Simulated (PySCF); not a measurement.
Isomers C₄H₈N₂:

A. `N(N=C)=C(C)C`
B. SMILES C=NNC1CC1
C. SMILES C=C/C(C)=N\N

Spectrum 1. ¹H NMR (400 MHz, computed): δ 6.25 (d, J = 11.0 Hz, 1H), 5.66 (d, J = 11.0 Hz, 1H), 4.31 (br s, 1H), 3.16 (tt, J = 8.8, 4.8 Hz, 1H), 0.63 (m, 2H), 0.17 (m, 2H). ¹³C{¹H} NMR (computed): δ 115.1 (CH2), 36.1 (CH), 5.8 (CH2).

Spectrum 2. ¹H NMR (400 MHz, computed): δ 6.75 (m, 1H), 5.70 (br s, 2H), 5.50 (m, 1H), 5.46 (m, 1H), 2.03 (s, 3H). ¹³C{¹H} NMR (computed): δ 138.6 (C), 126.8 (CH), 121.1 (CH2), 23.4 (CH3).

Spectrum 3. ¹H NMR (400 MHz, computed): δ 6.19 (m, 1H), 6.14 (m, 1H), 1.96 (s, 3H), 1.66 (s, 3H). ¹³C{¹H} NMR (computed): δ 131.8 (C), 118.9 (CH2), 27.4 (CH3), 16.6 (CH3).

Calculated, not measured (PySCF): PBE0/pcSseg-1 with gauge-including orbitals, GFN2-xTB structure, couplings computed with B3LYP/pcJ-1 (spin–dipole term left out of most H,H and C,H couplings). One computed conformer, relativity neglected, rapidly exchanging positions averaged, no solvent.

Referencing at the same level of theory: ¹H and ¹³C vs TMS. Multiplet labels drop J under 1 Hz and among equivalent protons, and merge close values. Unscaled 3J(H,H) run several per cent high. Where no couplings were computed, multiplicities follow the n + 1 count of equivalent neighbours, and m marks all less simple cases (inequivalent or close neighbours, rings, F or P nearby). Shifts are as computed. Against solution values, carbons near 30 ppm lie about +3 ppm off and those near 130 ppm about +5 ppm. Of 1211 compounds with measured shifts, 218 miss one by over three times the rms of a fit or turn the order of signals round; such compounds aren't used in these exercises. OH and NH positions are gas-phase values without hydrogen bonding to other molecules.

Question: Match each spectrum to its structure.

Answer: 1–B, 2–C, 3–A.

- Spectrum 1 (B): 3 ¹³C signals; δC 36.1 is a three-membered-ring carbon; δC 5.8 is a three-membered-ring carbon.
- Spectrum 2 (C): 4 ¹³C signals; δC 126.8 is an alkene CH; δC 121.1 is a terminal =CH2 carbon.
- Spectrum 3 (A): 4 ¹³C signals; δC 27.4 is a methyl carbon; δC 16.6 is a methyl carbon.
